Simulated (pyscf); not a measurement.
Optimised with ωB97X-D3(BJ)/def2-SVP in PySCF.

Q: List the bond dissociation enthalpies at 298 K of HO–Ti(Cl)(Cl)–Cl from ωB97M-D3(BJ)/def2-TZVP, from the weakest bond up.

A: Cl–Ti to [HO–Ti(Cl)–Cl]• + Cl•: 3.63 eV; O–Ti to OH• + [Cl–Ti(Cl)–Cl]•: 4.10 eV; H–O to [O–Ti(Cl)(Cl)–Cl]• + H•: 5.30 eV. Ring and multiple bonds, and those that leave no two simple radicals, are not listed. The radicals are drawn with the spin at the cut bond; how far it spreads was not checked. Other isomers of [O–Ti(Cl)(Cl)–Cl]•, [HO–Ti(Cl)–Cl]• were not searched in full and may lie lower. Left out: the spin-orbit lowering of Cl, OH. Open-shell species with a d-block atom are single-reference here; other states, and whether the spin sits on metal or ligand, were not checked.
